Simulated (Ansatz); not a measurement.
The input, for Ansatz 0.2.0:

```yaml
crystal:
  periodic: [false, false, false]
  atoms:
    - {symbol: Al, position_ang: [0.000000, 0.000000, -0.091273]}
    - {symbol: H, position_ang: [0.000000, 0.804224, 1.221647]}
    - {symbol: H, position_ang: [0.000000, -0.804224, 1.221647]}
basis:
  gaussian: {orbitals: aug-cc-pVTZ}
total_charge: 1
magnetization: {spin_polarized: false, initial_magnetization: 2}
correlation: {method: fci, electrons: outside_noble_gas}
```

```sh
$ ansatz run in.yaml --threads 1 --pin off --events-out ev --progress --plain --max-ram 2393MiB
```

Output:

```
1120 factors; integrals over basis functions are off by at most 1.4e-7 eV
mean field evaluation 1: about -6603.1274 eV, gradient 6.5e0 eV
mean field evaluation 2: about -6603.1312 eV, gradient 6.4e0 eV
mean field evaluation 4: about -6603.5756 eV, gradient 6.6e-1 eV
mean field evaluation 8: about -6603.5872 eV, gradient 2.8e-3 eV
mean field -6603.58723699 eV, -242.6773548874 hartree, gradient 6.0e-6 eV, S^2 2.000000; 0 other end points of the search recorded, 0 dependent functions left out
mean field evaluation 16: about -6603.7881 eV, gradient 1.7e-1 eV
5 core orbitals not correlated: weight in the atoms' cores, before any rotation towards them, 1.000 or more for the frozen orbitals, at most 0.000 for the correlated occupied ones
reference -6603.58723699 eV, -242.6773548874 hartree; 3, 1 occupied and 88, 90 virtual orbitals, 1120 factors
state -6605.46168581 eV, -242.7462396109 hartree
Total energy: -6605.46168581 eV, -242.7462396109 hartree
```

Natural occupations: 1.9369 0.9970 0.9858 0.0222 0.0145 0.0124 0.0094 0.0046 0.0040 0.0035 0.0032 0.0017 0.0012 0.0006 0.0005 0.0004 0.0003 0.0002 0.0002 0.0002 0.0001 0.0001 0.0001 0.0001.

Ran on 1 thread of Intel Xeon, shared host: 2.4 min wall, 0.78 GiB peak host memory.
